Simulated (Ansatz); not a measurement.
**[SiH3]− (SMILES [SiH3-]) at HF/3-21G**

What is the vertical ionisation energy of [SiH3]− at HF/3-21G? 

Program for the calculation: Ansatz 0.2.0.

2 further runs of the same task are left out: 2 set aside as unsound or not needed.

## (1) Starting point

[SiH3]− has 4 atoms, charge -1, and is taken as a singlet. SMILES: `[SiH3-]`. The coordinates come from a PBE0-D4/def2-TZVPD relaxation.

Bond lengths: Si1–H2 1.546 Å, Si1–H3 1.546 Å, Si1–H4 1.546 Å. Angles: H2–Si1–H3 94.1°, H2–Si1–H4 94.1°, H3–Si1–H4 94.1°.

## (2) A single-point energy at HF/3-21G

job.yaml

```yaml
crystal:
  periodic: [false, false, false]
  atoms:
    - {symbol: Si, position_ang: [0.539700, -0.050700, -0.300900]}
    - {symbol: H, position_ang: [0.426600, 0.622300, 1.085900]}
    - {symbol: H, position_ang: [-0.298500, -1.283700, 0.106800]}
    - {symbol: H, position_ang: [-0.667800, 0.712200, -0.891800]}
basis:
  gaussian:
    orbitals: 3-21G.json
total_charge: -1
hamiltonian:
  xc: hf
accuracy: high
output:
  orbitals: {seedname: orbitals}
```

The basis set 3-21G is read from a file made from the Basis Set Exchange's data (not shown).

Launch:

```sh
$ ansatz run job.yaml --threads 1 --pin off --max-ram 3480MiB --events-out events.jsonl --progress --plain --runs-dir runs
```

The program printed:

```text
Warning: RAYON_NUM_THREADS=1 ignored (pool sized by the plan → 1); use --threads N
Functional definition: HF
  name "HF"
  exchange = exact_x
  correlation = 0
380 factors; integrals over basis functions are off by at most 3.5e-9 eV
mean field evaluation 1: about -7866.0377 eV, gradient 7.8e0 eV
mean field evaluation 2: about -7866.0375 eV, gradient 7.8e0 eV
mean field evaluation 4: about -7866.3792 eV, gradient 4.3e-1 eV
mean field evaluation 8: about -7866.3809 eV, gradient 9.1e-7 eV
mean field -7866.38087754 eV, -289.0841652250 hartree, gradient 2.4e-8 eV, S^2 0.000000; 0 other end points of the search recorded, 0 dependent functions left out
reference -7866.38087754 eV, -289.0841652250 hartree; 9, 9 occupied and 10, 10 virtual orbitals, 380 factors
Total energy: -7866.38087754 eV, -289.0841652250 hartree
```

It took 0.08 s on 1 thread of Arm Neoverse V2, shared host.

## (3) Doublet neutral SiH3, same level

molecule.yaml

```yaml
basis:
  gaussian:
    orbitals: 3-21G.json
crystal:
  periodic: [false, false, false]
  atoms:
    - {symbol: Si, position_ang: [0.539700, -0.050700, -0.300900]}
    - {symbol: H, position_ang: [0.426600, 0.622300, 1.085900]}
    - {symbol: H, position_ang: [-0.298500, -1.283700, 0.106800]}
    - {symbol: H, position_ang: [-0.667800, 0.712200, -0.891800]}
magnetization:
  spin_polarized: true
  initial_magnetization: 1
hamiltonian:
  xc: hf
accuracy: high
output:
  orbitals: {seedname: orbitals}
```

The basis set 3-21G is read from a file made from the Basis Set Exchange's data (not shown).

Launch:

```sh
$ ansatz run molecule.yaml --threads 1 --pin off --max-ram 3480MiB --events-out events.jsonl --progress --plain --runs-dir runs
```

The program printed:

```text
Warning: RAYON_NUM_THREADS=1 ignored (pool sized by the plan → 1); use --threads N
[... 4 set-up lines as earlier in the session ...]
377 factors; integrals over basis functions are off by at most 3.5e-9 eV
mean field evaluation 1: about -7865.2943 eV, gradient 5.1e0 eV
mean field evaluation 2: about -7865.2951 eV, gradient 5.1e0 eV
mean field evaluation 4: about -7865.6112 eV, gradient 5.0e-1 eV
mean field evaluation 8: about -7865.6213 eV, gradient 7.7e-3 eV
mean field -7865.62125198 eV, -289.0562495006 hartree, gradient 8.2e-8 eV, S^2 0.753604; 0 other end points of the search recorded, 0 dependent functions left out
reference -7865.62125198 eV, -289.0562495006 hartree; 9, 8 occupied and 10, 11 virtual orbitals, 377 factors
Total energy: -7865.62125198 eV, -289.0562495006 hartree
```

It took 0.08 s on 1 thread of Arm Neoverse V2, shared host.

## (4) Outcome

At HF/3-21G:

```
                                                              quantity          value
                                         singlet [SiH3]−: total energy  -289.08417 Eh
                                          singlet [SiH3]−: HOMO energy       -1.44 eV
                                          singlet [SiH3]−: LUMO energy       10.75 eV
singlet [SiH3]−: HOMO–LUMO gap (to an unbound level, set by the basis)       12.20 eV
                                    doublet neutral SiH3: total energy  -289.05625 Eh
              doublet neutral SiH3: HOMO energy (highest over α and β)      -10.58 eV
               doublet neutral SiH3: LUMO energy (lowest over α and β)       -0.12 eV
                                            doublet neutral SiH3: ⟨S²⟩          0.754
                   vertical detachment energy (to the doublet neutral)       0.760 eV
```

In words: Removing an electron at fixed nuclei costs 0.76 eV (73.3 kJ/mol). −ε(HOMO) before ionisation, 1.44 eV, is 0.68 eV above this ionisation energy.
